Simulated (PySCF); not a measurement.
An unknown shows these calculated signals:

¹H NMR (400 MHz, computed): δ 7.09 (m, 1H), 6.94 (m, 1H), 6.18 (m, 1H).

¹³C{¹H} NMR (computed): δ 172.0 (C), 145.4 (CH2), 144.7 (CH), 120.9 (C).

PySCF 2.14.0 with density-fitted response routines calculation with J couplings at B3LYP/pcJ-1, shielding tensors at PBE/pcSseg-2 (GIAO) and PBE0-D3(BJ)/def2-SVP structure; no solvent, non-relativistic, a single conformation.

δ = σ(ref) − σ, references computed at the same level: ¹H (31.18 ppm), ¹³C (179.39 ppm) vs TMS.

Which of these does the molecule contain: a Si–CH3 group, a nitrile, a methoxy group, a non-aromatic C=C double bond, a CF3 group, a vinyl group CH=CH2?

Results:


- A Si–CH3 group: no.
- A nitrile: yes (δC 120.9).
- A methoxy group: no.
- A non-aromatic C=C double bond: yes.
- A CF3 group: no.
- A vinyl group CH=CH2: yes (δC 145.4, 144.7; δH 7.09 (m), 6.18 (m), 6.94 (m)).

The data belong to SMILES C=CC(=O)C#N, C4H3NO; they needn't prove each group on their own.

Carbon signals by region: 1 in the far downfield region (above 160 ppm), 3 in the sp2 and nitrile region (100–160 ppm). Above 160 ppm: 172.0, acyl cyanide carbonyl carbon.

Multiplet labels drop couplings under 1 Hz and merge nearly equal ones. Unscaled 3J(H,H) at this level run about 10 % above measured values. Shifts are as computed, not scaled to solution data. Of 1211 compounds with measured shifts, 218 miss one by over three times the rms of a fit or turn the order of signals round; such compounds aren't used in these exercises.
